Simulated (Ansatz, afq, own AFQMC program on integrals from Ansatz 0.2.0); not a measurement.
**AlSiH₄, doublet in 6-31G along one coordinate**

```yaml
atoms:
  - { symbol: Si, position_ang: [0.0000, 0.0493, 1.1585] }
  - { symbol: Al, position_ang: [0.0000, -0.1012, -1.3138] }
  - { symbol: H, position_ang: [0.0000, 1.4304, 1.7233] }
  - { symbol: H, position_ang: [1.1989, -0.6588, 1.6941] }
  - { symbol: H, position_ang: [-1.1989, -0.6588, 1.6941] }
  - { symbol: H, position_ang: [0.0000, 1.2225, -2.2207] }
```

The Si1–Al2 distance is changed with both sides rigid. Energies in kJ/mol count from this geometry (2.477 Å) at the same level; the start stands on UHF, each point on the determinant named.

Basis 6-31G. Only valence electrons are correlated. AFQMC by an in-house program on the Cholesky factors that Ansatz 0.2.0 writes for its CCSD(T) run. ph-AFQMC/CISD is guided by a CISD state made of CCSD amplitudes; releasing the constraint for a short imaginary time cuts its bias at the price of noise, slowly where states lie close. ± is one standard error of the sampling.

Cautions, each for one point or more: unrestricted determinant slightly spin contaminated; unrestricted determinant spin contaminated.

```tsv
r(Si1–Al2) / Å	det.	T1	weight	⟨S²⟩	CCSD	PBE	CCSD(T)
1.942	UHF	0.013	0.91	0.75	239.2	210.1	239.2
3.058	UHF	0.021	0.89	0.80	46.3	53.8	45.5
3.888	UHF	0.038	0.86	0.95	112.2	142.0	113.0
5.392	UHF	0.034	0.87	0.82	117.4	171.6	119.3
```

(1) Estimate the curve of CCSDT(Q), counted from the same start.

## Answers

(1) 
```csv
r(Si1–Al2) / Å,det.,T1,weight,⟨S²⟩,CCSDT(Q),ph-AFQMC/CISD,released AFQMC
1.942,UHF,0.013,0.91,0.75,–,238.2 ± 0.5,238.7 ± 0.5
3.058,UHF,0.021,0.89,0.80,44.7,43.9 ± 0.6,44.3 ± 0.6
3.888,UHF,0.038,0.86,0.95,112.6,112.2 ± 0.5,112.6 ± 0.7*
5.392,UHF,0.034,0.87,0.82,119.8,117.8 ± 0.7,119.3 ± 0.7
```

Weight is that of the determinant in the CISD state; at the start T1 is 0.012 and the weight 0.91, and ⟨S²⟩ is 0.75. An asterisk marks released energies that aren't shown to be converged. A dash marks a missing value, a released energy that hasn't settled or a functional that sits on another state. Largest departures from CCSDT(Q), at the points where its series has closed: CCSD(T) 0.7 kJ/mol at 3.058 (on UHF), ph-AFQMC/CISD -2.0 kJ/mol at 5.392 (on UHF), released AFQMC -0.5 kJ/mol at 5.392 (on UHF) (within the noise), CCSD -2.5 kJ/mol at 5.392 (on UHF), PBE 51.8 kJ/mol at 5.392. Functionals count only at points shown to share the start's state and spin. In this small basis the wave-function levels are far from their limit, so their gap to the functionals isn't the functionals' error.

A walk keeps the symmetry of its determinant, which the program's search chose and which needn't be the lowest solution, so a lower state of the same spin and another symmetry isn't excluded.
